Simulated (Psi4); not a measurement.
# One shape, several levels: Si2NH7 (SMILES [SiH3]N[SiH3])

We compute a comparison of 6 runs (HF/3-21G, HSE06/6-31G*, TPSSh/6-31G*, wB97X-V/6-31G*, B3LYP/6-31G*, OMP2/6-31G*) of Si2NH7. 

The results are computed with Psi4 1.11.

## (1) Starting point

Si2NH7 has 10 atoms, charge 0, and is taken as a singlet. As SMILES, `[SiH3]N[SiH3]`. The Si3–H9 distance was set to 3.275 Å, away from the relaxed value. At this shape a bond of the SMILES string is far longer than usual.

Bond lengths: Si1–N2 1.726 Å, N2–Si3 1.726 Å, Si1–H4 1.484 Å, Si1–H5 1.490 Å, Si1–H6 1.488 Å, N2–H7 1.011 Å, Si3–H8 1.484 Å, Si3–H10 1.490 Å. Some angles: Si1–N2–Si3 128.9°, Si1–N2–H7 115.5°, Si3–N2–H7 115.5°, N2–Si1–H4 107.4°, N2–Si1–H5 112.6°, N2–Si1–H6 110.9°, N2–Si3–H8 107.4°, N2–Si3–H10 112.6°, H4–Si1–H5 109.0°, H4–Si1–H6 109.8°.

## (2) Energy and gradient at HF/3-21G (run 1)

Contents of h7nsi2.json:

```json
{
  "schema_name": "qcschema_input",
  "schema_version": 1,
  "molecule": {
    "schema_name": "qcschema_molecule",
    "schema_version": 2,
    "symbols": ["Si", "N", "Si", "H", "H", "H", "H", "H", "H", "H"],
    "geometry": [-1.74703102, 2.13106305, -4.95778342, 0.45032363, 1.6435515, -2.59815799, 2.10542135, -1.0694716, -1.86736311, -2.37217131, -0.37405239, -6.05051755, -0.78228803, 3.80719343, -7.00360092, -4.07419094, 3.33136039, -3.93062278, 0.90763735, 3.18723098, -1.56963675, 0.98530509, -3.16145511, -3.36049241, 1.69553787, -2.34896737, 4.17312, 4.84363451, -0.86523, -2.48853498],
    "molecular_charge": 0,
    "molecular_multiplicity": 1,
    "fix_symmetry": "c1"
  },
  "driver": "gradient",
  "model": {
    "method": "hf",
    "basis": "3-21G"
  },
  "keywords": {
    "puream": true,
    "e_convergence": 1e-09,
    "d_convergence": 1e-08,
    "scf_type": "pk",
    "scf_properties": ["WIBERG_LOWDIN_INDICES", "MULLIKEN_CHARGES", "MAYER_INDICES"]
  }
}
```

Run with:

```bash
psi4 --qcschema h7nsi2.json -n 1 --memory 2200MB
```

stdout:

```text
[...]
  Running in c1 symmetry.
[...]
  Nuclear repulsion =  152.886275145626882
[...]
  Multiplicity = 1
[...]
  Nalpha       = 21
  Nbeta        = 21
[...]
    Number of basis functions: 49
[...]
   @RHF iter   1:  -632.77220860361410   -8.37890e-01   6.97811e-03 ADIIS/DIIS
[...]
   @RHF iter  11:  -632.83586651116855   -1.25056e-12   3.48769e-09 DIIS
[...]
  @RHF Final Energy:  -632.83586651116855
   => Energetics <=
    Nuclear Repulsion Energy =            152.8862751456268825
    One-Electron Energy =               -1179.1870694438559894
    Two-Electron Energy =                 393.4649277870603896
    Total Energy =                       -632.8358665111686605
[...]
 Multipole Moments:
 ------------------------------------------------------------------------------------
     Multipole            Electronic (a.u.)      Nuclear  (a.u.)        Total (a.u.)
 ------------------------------------------------------------------------------------
 L = 1.  Multiply by 2.5417464519 to convert [e a0] to [Debye]
 Dipole X            :          0.2405759           -0.1956003            0.0449756
 Dipole Y            :          1.4609583           -0.7715125            0.6894458
 Dipole Z            :         -2.2568616            1.1286124           -1.1282492
 Magnitude           :                                                    1.3229907
[...]
  -Total Gradient:
     Atom            X                  Y                   Z
    ------   -----------------  -----------------  -----------------
       1        0.020687046340    -0.005911304247     0.014734537509
       2       -0.016418068237    -0.003283781870    -0.022166016561
       3       -0.002418566445     0.010765987077    -0.020796733784
       4        0.000342177319    -0.000248490964     0.000586949379
       5       -0.000855008259     0.001013201116    -0.000061421605
       6        0.000189675075     0.000813279508     0.000818822331
       7        0.000901171309     0.002143408301     0.001069720756
       8        0.000759203490     0.002595905035    -0.007595520065
       9       -0.003610943649    -0.009920318818     0.045559630229
      10        0.000423313043     0.002032114860    -0.012149968187
[...]
```

It took 4.8 s on 1 thread of Intel Xeon at 2.70GHz, shared host; peak memory 0.19 GiB.

## (3) A single-point energy at HSE06/6-31G(d) (spherical functions) (run 2)

Contents of input.json:

```json
{
  "schema_name": "qcschema_input",
  "schema_version": 1,
  "molecule": {
    "schema_name": "qcschema_molecule",
    "schema_version": 2,
    "symbols": ["Si", "N", "Si", "H", "H", "H", "H", "H", "H", "H"],
    "geometry": [-1.74703102, 2.13106305, -4.95778342, 0.45032363, 1.6435515, -2.59815799, 2.10542135, -1.0694716, -1.86736311, -2.37217131, -0.37405239, -6.05051755, -0.78228803, 3.80719343, -7.00360092, -4.07419094, 3.33136039, -3.93062278, 0.90763735, 3.18723098, -1.56963675, 0.98530509, -3.16145511, -3.36049241, 1.69553787, -2.34896737, 4.17312, 4.84363451, -0.86523, -2.48853498],
    "molecular_charge": 0,
    "molecular_multiplicity": 1,
    "fix_symmetry": "c1",
    "fix_com": true,
    "fix_orientation": true
  },
  "driver": "energy",
  "model": {
    "method": "hse06",
    "basis": "6-31G*"
  },
  "keywords": {
    "reference": "rks",
    "puream": true,
    "e_convergence": 1e-09,
    "d_convergence": 1e-08,
    "scf_type": "pk",
    "dft_radial_points": 99,
    "dft_spherical_points": 590,
    "scf_properties": ["DIPOLE", "LOWDIN_CHARGES", "WIBERG_LOWDIN_INDICES"]
  }
}
```

Run with:

```bash
psi4 --qcschema input.json -n 1 --memory 2200MB
```

stdout:

```text
[...]
  Running in c1 symmetry.
[...]
  Nuclear repulsion =  152.886275145626882
[...]
  Multiplicity = 1
[...]
  Nalpha       = 21
  Nbeta        = 21
[...]
    Number of basis functions: 64
[...]
   @RKS iter   1:  -637.10432378263033   -1.29358e-01   1.23631e-02 ADIIS/DIIS
[...]
   @RKS iter  15:  -637.48366932428917   -2.01567e-10   3.03386e-09 DIIS
[...]
    Orbital Energies [Eh]
    ---------------------
    Doubly Occupied:
       1A    -66.296434     2A    -66.258854     3A    -14.394482
       4A     -5.367883     5A     -5.336811     6A     -3.702747
       7A     -3.700675     8A     -3.699328     9A     -3.670862
      10A     -3.669346    11A     -3.668885    12A     -0.883056
      13A     -0.569218    14A     -0.556139    15A     -0.457995
      16A     -0.405460    17A     -0.382128    18A     -0.361520
      19A     -0.350529    20A     -0.294788    21A     -0.202124
[...]
  @RKS Final Energy:  -637.48366932428917
   => Energetics <=
    Nuclear Repulsion Energy =            152.8862751456268825
    One-Electron Energy =               -1184.2488573383061521
    Two-Electron Energy =                 433.0660750376254100
    DFT Exchange-Correlation Energy =     -39.1871621692352008
    Empirical Dispersion Energy =           0.0000000000000000
    VV10 Nonlocal Energy =                  0.0000000000000000
    Total Energy =                       -637.4836693242891670
[...]
 Multipole Moments:
 ------------------------------------------------------------------------------------
     Multipole            Electronic (a.u.)      Nuclear  (a.u.)        Total (a.u.)
 ------------------------------------------------------------------------------------
 L = 1.  Multiply by 2.5417464519 to convert [e a0] to [Debye]
 Dipole X            :         -9.3573567            9.3731946            0.0158379
 Dipole Y            :        -29.2245366           29.9432207            0.7186842
 Dipole Z            :        132.9315129         -133.9694427           -1.0379299
 Magnitude           :                                                    1.2625594
[...]
```

The result, in JSON:

```text
{
 "driver": "energy",
 "model": {
  "method": "hse06",
  "basis": "6-31G*"
 },
 "success": true,
 "return_result": -637.4836693242892,
 "properties": {
  "calcinfo_nbasis": 64,
  "calcinfo_nmo": 64,
  "calcinfo_nalpha": 21,
  "calcinfo_nbeta": 21,
  "calcinfo_natom": 10,
  "nuclear_repulsion_energy": 152.88627514562688,
  "return_energy": -637.4836693242892,
  "scf_one_electron_energy": -1184.2488573383062,
  "scf_two_electron_energy": 433.0660750376254,
  "scf_xc_energy": -39.1871621692352,
  "scf_dipole_moment": [0.015837916246658423, 0.7186841760397833, -1.0379298511203103],
  "scf_total_energy": -637.4836693242892,
  "scf_iterations": 15
 }
}
```

It took 66 s on 1 thread of Intel Xeon at 2.70GHz, shared host; peak memory 1.2 GiB.

Runs 3 to 5 aren't shown in full; the table further down has their settings and results.

## (4) A single-point energy at OMP2/6-31G(d) (density fitting for correlation, spherical functions) (run 6)

Contents of job.json:

```json
{
 "schema_name": "qcschema_input",
 "schema_version": 1,
 "molecule": {
  "schema_name": "qcschema_molecule",
  "schema_version": 2,
  "symbols": ["Si", "N", "Si", "H", "H", "H", "H", "H", "H", "H"],
  "geometry": [-1.74703102, 2.13106305, -4.95778342, 0.45032363, 1.6435515, -2.59815799, 2.10542135, -1.0694716, -1.86736311, -2.37217131, -0.37405239, -6.05051755, -0.78228803, 3.80719343, -7.00360092, -4.07419094, 3.33136039, -3.93062278, 0.90763735, 3.18723098, -1.56963675, 0.98530509, -3.16145511, -3.36049241, 1.69553787, -2.34896737, 4.17312, 4.84363451, -0.86523, -2.48853498],
  "molecular_charge": 0,
  "molecular_multiplicity": 1,
  "fix_symmetry": "c1",
  "fix_com": true,
  "fix_orientation": true
 },
 "driver": "energy",
 "model": {
  "method": "omp2",
  "basis": "6-31G*"
 },
 "keywords": {
  "puream": true,
  "e_convergence": 1e-09,
  "d_convergence": 1e-08,
  "scf_type": "pk",
  "num_frozen_docc": 11
 }
}
```

Run with:

```bash
psi4 --qcschema job.json -n 1 --memory 2200MB
```

stdout:

```text
[...]
  Running in c1 symmetry.
[...]
  Nuclear repulsion =  152.886275145626882
[...]
  Multiplicity = 1
[...]
  Nalpha       = 21
  Nbeta        = 21
[...]
    Number of basis functions: 64
[...]
   @RHF iter   1:  -636.08995506218980   -7.70294e-01   6.30115e-03 ADIIS/DIIS
[...]
   @RHF iter  11:  -636.18877519384478   -2.04636e-12   4.60860e-09 DIIS
[...]
    Orbital Energies [Eh]
    ---------------------
    Doubly Occupied:
       1A    -68.857071     2A    -68.794383     3A    -15.578362
       4A     -6.208686     5A     -6.154272     6A     -4.314681
       7A     -4.313835     8A     -4.313180     9A     -4.260451
      10A     -4.259887    11A     -4.259405    12A     -1.169055
      13A     -0.757943    14A     -0.740160    15A     -0.624153
      16A     -0.560121    17A     -0.538187    18A     -0.509128
      19A     -0.493059    20A     -0.435814    21A     -0.274468
[...]
  @RHF Final Energy:  -636.18877519384478
   => Energetics <=
    Nuclear Repulsion Energy =            152.8862751456268825
    One-Electron Energy =               -1183.3175021646466121
    Two-Electron Energy =                 394.2424518251750101
    Total Energy =                       -636.1887751938447764
[...]
 Multipole Moments:
 ------------------------------------------------------------------------------------
     Multipole            Electronic (a.u.)      Nuclear  (a.u.)        Total (a.u.)
 ------------------------------------------------------------------------------------
 L = 1.  Multiply by 2.5417464519 to convert [e a0] to [Debye]
 Dipole X            :         -9.3007780            9.3731946            0.0724166
 Dipole Y            :        -29.1743913           29.9432207            0.7688294
 Dipole Z            :        132.5723969         -133.9694427           -1.3970459
 Magnitude           :                                                    1.5962707
[...]
	Warning: cc_lambda option is changed to TRUE
	For this residual convergence, default PCG convergence is:     1.00e-07
[...]
	DF-MP2 Total Energy (a.u.)         :  -636.53575874996125
[...]
	DF-MP2 Total Energy (a.u.)         :  -636.54518641914513
[...]
	DF-OMP2 Total Energy (a.u.)        :  -636.54518641915593
[...]
```

The result, in JSON:

```text
{
 "driver": "energy",
 "model": {
  "method": "omp2",
  "basis": "6-31G*"
 },
 "success": true,
 "return_result": -636.5451864191559,
 "properties": {
  "calcinfo_nbasis": 64,
  "calcinfo_nmo": 64,
  "calcinfo_nalpha": 21,
  "calcinfo_nbeta": 21,
  "calcinfo_natom": 10,
  "nuclear_repulsion_energy": 152.88627514562688,
  "return_energy": -636.5451864191559,
  "scf_one_electron_energy": -1183.3175021646466,
  "scf_two_electron_energy": 394.242451825175,
  "scf_dipole_moment": [0.07241660507695613, 0.7688294192638061, -1.3970458651267563],
  "scf_total_energy": -636.1887751938448,
  "scf_iterations": 11,
  "mp2_singles_energy": 0.0,
  "mp2_doubles_energy": -0.3469835561164981,
  "mp2_correlation_energy": -0.34698355611647,
  "mp2_total_energy": -636.5357587499612
 }
}
```

Wall time 17 s (1 thread of Intel Xeon at 2.70GHz, shared host); peak memory 0.26 GiB.

## (5) All runs side by side

| run | level | task | integration grid | energy (Eh) | dipole moment (D) | HOMO energy (eV) | LUMO energy (eV) | wall time |
| --- | --- | --- | --- | --- | --- | --- | --- | --- |
| 1 | HF/3-21G | gradient | – | -632.835867 | 3.36 | -7.35 | -0.26 | 4.8 s |
| 2 | HSE06/6-31G* (spherical functions) | energy | 99 radial × 590 angular | -637.483669 | 3.21 | -5.50 | -3.44 | 66 s |
| 3 | TPSSh/6-31G* (spherical functions) | gradient | 99 radial × 590 angular | -637.817734 | 3.35 | -5.54 | -3.48 | 68 s |
| 4 | wB97X-V/6-31G* (spherical functions) | energy | 99 radial × 590 angular | -637.639211 | 3.52 | -7.76 | -1.25 | 3.6 min |
| 5 | B3LYP/6-31G* (Cartesian functions) | gradient | 99 radial × 590 angular | -637.820562 | 3.28 | -5.71 | -3.24 | 32 s |
| 6 | OMP2/6-31G* (density fitting for correlation, spherical functions) | energy | – | -636.545186 | – | -7.47 | -0.24 | 17 s |

## (6) Results

| quantity | value |
| --- | --- |
| run 6: total energy | -636.54519 Eh |
| run 6: HOMO energy (Hartree–Fock orbitals) | -7.47 eV |
| run 6: LUMO energy (Hartree–Fock orbitals) | -0.24 eV |
| run 6: HOMO–LUMO gap (Hartree–Fock orbitals) | 7.23 eV |
| run 6: correlation energy (11 core orbitals frozen) | -356.4 mEh |

Over runs 1, 2, 3, 4, 5 the dipole moment (its size) runs from 3.21 D (HSE06/6-31G*) to 3.52 D (wB97X-V/6-31G*). Over runs 1, 2, 3, 4, 5 the HOMO–LUMO gap runs from 2.06 eV (HSE06/6-31G*) to 7.10 eV (HF/3-21G). The two ends differ in method and basis. Totals of different functionals can't be ranked against each other. In runs 1, 2, 3, 4, 5, 6 a closed-shell determinant meets a far-stretched bond, which it describes badly. All runs together took 6.7 min, the longest 3.6 min.
